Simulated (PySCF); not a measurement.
FH2P.
Numbering: `[F:1][PH2:2]` (hydrogens: H3, H4 on P2)

Cartesian coordinates in Å at the PBE0-D3(BJ)/def2-SVP level; atoms count from 1:
```xyz
4
FH2P angstrom
F      1.3710   -0.2152    0.0868
P     -0.1856   -0.0115    0.5084
H     -0.7698   -0.9313   -0.4260
H     -0.4834    1.1004   -0.3491
```

Method used: PBE0-D3(BJ)/def2-SVP geometry optimisation, gas phase (PySCF).

Take the most abundant isotopes and a rigid rotor. 

Problem. Give the principal moments of inertia and the rotational constants in MHz.

Solution. Ia = 3.92, Ib = 34.29, Ic = 34.62 u·Å²; 505379 MHz·u·Å²/I gives A = 129059, B = 14739, C = 14598 MHz.

Problem. Classify the top.

Solution. A near-prolate asymmetric top. Ray's parameter κ = (2B − A − C)/(A − C) = -0.998; −1 is the prolate and +1 the oblate limit.

Problem. Is it planar, by Δ = Ic − Ia − Ib?

Solution. Not planar: Δ = Ic − Ia − Ib = -3.58 u·Å². For a rigid frame Δ = −2 Σ m c², so Σ m c² = 1.79 u·Å² lies off the ab plane: 1.64 from hydrogen and 0.15 from heavier atoms. The atom farthest from that plane is 0.90 Å away.

Problem. Which lines would a microwave search look for?

Solution. The dipole components are |μa| = 1.43 D, |μb| = 0.00 D, |μc| = 0.71 D; the mirror of this Cs structure is the ac plane, so μb vanishes by symmetry and there are no b-type lines. Intensities carry the squares of the components, which stand as 1.00 : 0.25 (a : c). Some lines, for components of 0.1 D or more:

| type | branch | J(Ka,Kc) | MHz | lower level (cm⁻¹) |
| --- | --- | --- | --- | --- |
| a | Q | 2(1,1) ← 2(1,2) | 425 | 6.744 |
| a | R | 1(0,1) ← 0(0,0) | 29337 | 0.000 |
| a | R | 2(1,2) ← 1(1,1) | 58532 | 4.792 |
| a | R | 2(0,2) ← 1(0,1) | 58674 | 0.979 |
| a | R | 2(1,1) ← 1(1,0) | 58816 | 4.797 |
| c | Q | 2(1,2) ← 2(0,2) | 114178 | 2.936 |
| c | Q | 1(1,1) ← 1(0,1) | 114320 | 0.979 |
| c | R | 1(1,0) ← 0(0,0) | 143799 | 0.000 |
| c | R | 2(1,1) ← 1(0,1) | 173277 | 0.979 |
| c | Q | 2(2,1) ← 2(1,1) | 342960 | 6.758 |
| c | R | 2(2,0) ← 1(1,0) | 401776 | 4.797 |
| c | R | 2(2,1) ← 1(1,1) | 401917 | 4.792 |

Problem. Estimate the classical rotational partition function at 100 K and 298.15 K.

Solution. Point group Cs, symmetry number σ = 1; q = (√π/σ)·√((kT/h)³/(ABC)), k/h = 20836.6 MHz/K: 1010 at 100 K, 5210 at 298.15 K.

Not checked by PBE0-D3(BJ)/def2-SVP frequencies. Zero-point vibration and centrifugal distortion are left out.
